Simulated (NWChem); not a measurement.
System: BeH cation; SMILES [BeH+]

The following NWChem deck was run.

```
start job
memory heap 200 mb stack 900 mb global 1100 mb
charge 1
geometry units angstroms noautoz
  Be     0.000000     0.000000     0.251857
  H      0.000000     0.000000    -1.090495
end
basis spherical
  Be library def2-tzvp
  H library def2-tzvp
end
dft
  xc becke88 perdew86
  iterations 150
  mulliken
end
task dft energy
```

Coordinates come from a PBE-D3(BJ)/def2-SVP optimisation.

Question: Give the results of this calculation. (BP86/def2-TZVP.) Quantities: energy (Ha); highest occupied level (eV); orbital gap (eV).

Answer: 
* **energy (Ha)**: -14.94
* **highest occupied level (eV)**: -15.84
* **orbital gap (eV)**: 4.61
